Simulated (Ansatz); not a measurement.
Rock-salt CdO, treated with PBE (Ansatz, an electronic-structure program, plane waves, PAW).

The same calculation (at the measured cell, 12.945 Å³/atom) with different numerical settings:

```json
[
 {"run": "1", "k mesh": "4×4×4", "gap on the mesh (eV)": "-0.402", "total energy (eV/atom)": "-4410.7014"},
 {"run": "2", "k mesh": "6×6×6", "gap on the mesh (eV)": "-0.400", "total energy (eV/atom)": "-4410.7128"},
 {"run": "3", "k mesh": "8×8×8", "gap on the mesh (eV)": "-0.402", "total energy (eV/atom)": "-4410.7131"},
 {"run": "4", "k mesh": "12×12×12", "gap on the mesh (eV)": "-0.403", "total energy (eV/atom)": "-4410.7128"},
 {"run": "5", "k mesh": "16×16×16", "gap on the mesh (eV)": "-0.404", "total energy (eV/atom)": "-4410.7127"},
 {"run": "6", "k mesh": "20×20×20", "gap on the mesh (eV)": "-0.403", "total energy (eV/atom)": "-4410.7127"}
]
```

In the column total energy (eV/atom) the first row differs from the last by +0.0113 and the next to last by 0.0000.

The last row is no converged limit: other settings stay fixed.

A negative gap means that the bands overlap.

Spin–orbit coupling is not included.
